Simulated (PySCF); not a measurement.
Compound: P2.
InChI=1S/P2/c1-2

The calculation used PySCF 2.14.0, PBE0-D3(BJ)/def2-SVP geometry optimisation, gas phase.

Take the most abundant isotopes and a rigid rotor. 

Question: What are the moment of inertia and the rotational constant?

Answer: I = 55.382 u·Å², B = 505379 MHz·u·Å²/I = 9125 MHz (0.3044 cm⁻¹, or 0.438 K as hB/k). For two atoms I = μr² with μ = 15.4869 u and r = 1.8910 Å.

Question: List the first levels of a rigid rotor in a Σ state.

Answer: E(J) = BJ(J+1): J = 1: 0.609, J = 2: 1.826, J = 3: 3.653, J = 4: 6.088, J = 5: 9.132, J = 6: 12.784 cm⁻¹.

Question: Has it a pure rotational spectrum?

Answer: Not by electric dipole: D∞h allows no dipole (computed 0.00 D). Rotational Raman lines (ΔJ = 2) lie at B(4J + 6), spaced by 4B = 1.218 cm⁻¹, with nuclear-spin weights that differ between even and odd J.

Question: Estimate the classical rotational partition function at 10 K, 50 K and 298.15 K.

Answer: Point group D∞h, symmetry number σ = 2; q = kT/(σhB), k/h = 20836.6 MHz/K: 11.4 at 10 K, 57.1 at 50 K, 340 at 298.15 K.

No PBE0-D3(BJ)/def2-SVP frequencies stand behind this structure, so it isn't proved a minimum. Zero-point vibration and centrifugal distortion are left out.
